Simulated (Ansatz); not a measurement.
I need a ladder of basis sets of CH₄N, SMILES [CH2]N. Use the Python package of Ansatz (0.2.0). Use (for the species named): B3LYP, STO-3G basis, multiplicity 2, D3BJ dispersion. The script varies basis: STO-3G, 6-31G, 6-31G*, def2-SVP, def2-SVPD, def2-TZVP, def2-TZVPP.

`ch4n.xyz`
```text
6

C    -0.26040   -0.67310   -0.05920
N     0.40910    0.57740    0.32340
H    -1.38280   -0.76610    0.19250
H     0.27490   -1.42110   -0.59890
H     1.18880    0.80380   -0.31530
H    -0.18750    1.41510    0.41130
```

The script, `basis_ch4n.py`:
```python
import ansatz as az


def main() -> None:
    molecule = az.Crystal.molecule_from_extxyz("ch4n.xyz")

    model = molecule.calculation().functional("B3LYP", dispersion="d3bj").spin("collinear", total=1)

    energies = {}
    for basis in ["STO-3G", "6-31G", "6-31G*", "def2-SVP", "def2-SVPD", "def2-TZVP", "def2-TZVPP"]:
        r = model.basis(gaussian=basis).run(threads=1).report
        size = r["n_frozen"] + r["n_occupied"][0] + r["n_virtual"][0]
        energies[basis] = (r["reference_energy_ev"] / 27.211386246, r["free_energy_ev"] / 27.211386246)
        print(f"{basis:14s} {size:4d} orbitals  reference {energies[basis][0]:14.6f} Ha  total {energies[basis][1]:14.6f} Ha")

    last = energies["def2-TZVPP"][1]
    for basis, (_, total) in energies.items():
        print(f"{basis:14s} lies {27.211386 * (total - last):9.4f} eV above def2-TZVPP")


if __name__ == "__main__":
    main()
```

`python basis_ch4n.py` gives:
```text
STO-3G           14 orbitals  reference     -93.961511 Ha  total     -93.965095 Ha
6-31G            26 orbitals  reference     -95.161719 Ha  total     -95.165303 Ha
6-31G*           38 orbitals  reference     -95.185666 Ha  total     -95.189250 Ha
def2-SVP         48 orbitals  reference     -95.121606 Ha  total     -95.125190 Ha
def2-SVPD        72 orbitals  reference     -95.134969 Ha  total     -95.138553 Ha
def2-TZVP        86 orbitals  reference     -95.235321 Ha  total     -95.238905 Ha
def2-TZVPP      118 orbitals  reference     -95.238010 Ha  total     -95.241594 Ha
STO-3G         lies   34.7353 eV above def2-TZVPP
6-31G          lies    2.0760 eV above def2-TZVPP
6-31G*         lies    1.4243 eV above def2-TZVPP
def2-SVP       lies    3.1675 eV above def2-TZVPP
def2-SVPD      lies    2.8039 eV above def2-TZVPP
def2-TZVP      lies    0.0731 eV above def2-TZVPP
def2-TZVPP     lies    0.0000 eV above def2-TZVPP
```

Against STO-3G: 6-31G -1200.2 mHa, 6-31G* -1224.2 mHa, def2-SVP -1160.1 mHa, def2-SVPD -1173.5 mHa, def2-TZVP -1273.8 mHa and def2-TZVPP -1276.5 mHa. The last step alone is -2.69 mHa (these two sets differ little on atoms other than hydrogen). From the first set to the last the time grows from 0.5 to 2.2 s.

The drop along the ladder measures the basis error, and is no property of the molecule. The geometry is a force-field or estimated start, not a minimum of this method, and the last set is no limit. Much of the fall in a total is atomic energy, which cancels in bond and reaction energies. The species is open-shell (spin multiplicity 2). Total less reference energy is the dispersion correction. b3lyp holds the VWN-RPA fit, as in Gaussian; the form of ORCA and Turbomole is b3lyp5. Totals across families of basis sets mostly measure their core functions. Hardware and time: 10 s on 1 thread of Arm Neoverse V1, with other jobs on the host, peak memory 0.22 GiB.
